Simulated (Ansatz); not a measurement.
**NH₄+ (SMILES [NH4+]): functionals against CCSD(T) at one geometry**

One table from this session's results is given with a row withheld; the runs are named, their logs left out.

Computed with Ansatz 0.2.0, Gaussian basis. Level: single points in def2-TZVPP.

Correlated methods freeze the cores.

### Starting geometry

5 atoms, charge 1, spin multiplicity 1.

Atoms are counted from 1 here; the program's logs count them from 0.

Bond lengths: N1–H2 1.030 Å, N1–H3 1.064 Å, N1–H4 1.045 Å, N1–H5 1.036 Å. Angles: H2–N1–H3 109.0°, H2–N1–H4 118.1°, H2–N1–H5 102.8°, H3–N1–H4 101.0°, H3–N1–H5 120.0°, H4–N1–H5 106.9°.

Geometry (Å):

```csv
atom,x (Å),y (Å),z (Å)
N1,0.0014,0.0018,0.0026
H2,0.4706,-0.3645,0.8428
H3,-1.0364,0.1177,0.2079
H4,-0.0305,-0.6052,-0.8476
H5,0.5773,0.8282,-0.2397
```

The first run:

Contents of run/in.yaml:

```yaml
crystal:
  periodic: [false, false, false]
  atoms:
    - {symbol: N, position_ang: [0.001441, 0.001761, 0.002625]}
    - {symbol: H, position_ang: [0.470619, -0.364525, 0.842759]}
    - {symbol: H, position_ang: [-1.036401, 0.117717, 0.207945]}
    - {symbol: H, position_ang: [-0.030474, -0.605215, -0.847633]}
    - {symbol: H, position_ang: [0.577272, 0.828198, -0.239674]}
basis:
  gaussian: {orbitals: def2-TZVPP}
total_charge: 1
hamiltonian: {xc: pbe, dispersion: d4}
output: {forces: true}
```

Run with:

```console
> ansatz run in.yaml --threads 2 --pin off --events-out ev --progress --plain --max-ram 3481MiB
```

Steps of the session up to this table: PBE-D4/def2-TZVPP; r2SCAN-D4/def2-TZVPP; PBE0-D4/def2-TZVPP; wB97M-V/def2-TZVPP; CCSD(T)/def2-TZVPP.

One of the session's tables, all rows but one given; the rest of the session is left out.

```
   method  RMS force component (eV/Å)  angle to CCSD(T) forces (°)
   PBE-D4                       0.641                         12.9
r2SCAN-D4                       0.734                          0.4
  PBE0-D4                           ?                            ?
  wB97M-V                       0.734                          0.9
  CCSD(T)                       0.743                    reference
```

Q: Estimate the row for PBE0-D4 from the others.

As computed: RMS force component (eV/Å): 0.739; angle to CCSD(T) forces (°): 0.8. In the column «RMS force component (eV/Å)» it lies between wB97M-V (0.734) and CCSD(T) (0.743).

Caveats from the session: CCSD(T) in triple zeta still lacks some correlation energy of the bonds, so part of these gaps is its own basis error and they don't rank the functionals.
